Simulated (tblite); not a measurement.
Start geometry of `[H]/N=[C]/COCC` [radical] from a force field or distance geometry (Å):
```
atom  x, y, z in Å
C1    -2.0904    0.1564    0.2403
C2    -0.6598    0.0952   -0.2265
O3    -0.0678   -1.1780    0.0236
C4     1.2296   -1.0382   -0.4677
C5     1.9332    0.0474    0.3025
N6     2.1301    1.1388   -0.3529
H7    -2.2195   -0.5631    1.0678
H8    -2.3856    1.1920    0.5712
H9    -2.7840   -0.0695   -0.6125
H10   -0.5378    0.2887   -1.2753
H11   -0.1092    0.7682    0.4617
H12    1.1861   -0.8221   -1.5301
H13    1.7782   -1.9751   -0.1895
H14    2.5962    1.9590    0.0153
```

Task: What comes out of this run: GFN2-xTB geometry optimisation, gas phase in tblite?

Result: 
```
atom  x, y, z in Å
C1    -2.2894   -0.0451    0.3406
C2    -0.9304    0.2171   -0.2851
O3    -0.1078   -0.9123   -0.0753
C4     1.1998   -0.7409   -0.5583
C5     1.9428    0.3703    0.0778
N6     3.1150    0.7069   -0.1244
H7    -2.1758   -0.2238    1.4059
H8    -2.9410    0.8106    0.1868
H9    -2.7401   -0.9248   -0.1104
H10   -1.0339    0.4063   -1.3665
H11   -0.4565    1.1015    0.1706
H12    1.1815   -0.5650   -1.6503
H13    1.7112   -1.6891   -0.3583
H14    3.5239    1.4877    0.3746
```

The energy falls by 17.5 kcal/mol over 134 L-BFGS steps, the largest force on an atom goes from 4.40 to 0.010 eV/Å, and the atoms move by 0.627 Å rms after alignment. The bond that changes most is C5=N6 (ends: carbon bonded to C and N; nitrogen bonded to C and H), which shortens by 0.052 Å. Bonds longer at the end by more than 0.005 Å: 4 of 13; shorter: 8. Among the angles that change most is C4–C5–N6, from 115.0° to 127.6°. Among the dihedrals that turn most is H13–C4–C5–N6, from 138° to 59°. Rotational constants go from 7056, 2321, 1888 to 11423, 1637, 1511 MHz. The orientation of the end geometry is arbitrary; only internal coordinates are fixed.

Its GFN2-xTB frequencies are all real (lowest 63 cm⁻¹). 3 starts were optimised and ended at 0.00, 2.41 and 2.42 kcal/mol (GFN2-xTB); the lowest of these is shown.

One conformer stands for the species.

The numbers are calculated, not measured.
